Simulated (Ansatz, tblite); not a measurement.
Forces on Si(NH2)H3 (SiNH5) at its PBE0-D4/def2-TZVP geometry. Charge 0, multiplicity 1.

The xTB rows come from tblite.

GFN1-xTB (tblite), largest force 0.81 eV/Å:

```xyz
7
positions Å, forces eV/Å
Si    0.053   -0.352    0.556    0.115   -0.391    0.676
N     0.071    0.644   -0.847   -0.307   -0.565    0.492
H    -0.586    1.403   -0.928    0.112    0.198   -0.246
H     0.250    0.233   -1.749    0.074    0.253   -0.207
H     0.039    0.537    1.746    0.025   -0.297   -0.543
H     1.283   -1.184    0.541   -0.474    0.395   -0.061
H    -1.110   -1.281    0.682    0.455    0.408   -0.112
```

GFN2-xTB (tblite), largest force 0.60 eV/Å:

```
Si 0.035 -0.327 0.504
N 0.079 -0.005 0.090
H 0.014 -0.062 -0.011
H -0.042 0.017 0.045
H -0.006 -0.146 -0.416
H -0.317 0.285 -0.116
H 0.237 0.238 -0.096
```

r2SCAN-D4/def2-TZVP (Ansatz), largest force 0.06 eV/Å:

```
Si -0.001 -0.017 0.023
N 0.048 0.004 0.044
H -0.034 0.028 -0.016
H -0.004 -0.013 -0.044
H 0.000 -0.016 -0.018
H -0.021 0.012 0.001
H 0.012 0.002 0.009
```
